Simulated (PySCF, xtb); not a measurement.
chlorine (Cl₂), SMILES ClCl.

GFN2-xTB in xtb 6.7.1 at its own geometry gives an orbital gap of 3.37 eV and a dipole moment of 0.00 D.

The structure is a stationary point at B3LYP-D3(BJ)/def2-TZVPD.

Problem. What does CAM-B3LYP/def2-TZVPD (PySCF) give? (The exact figures need the calculation; the answer reports its results.)

Solution. gap 8.00 eV (levels -10.19 and -2.19 eV), dipole 0.00 D.
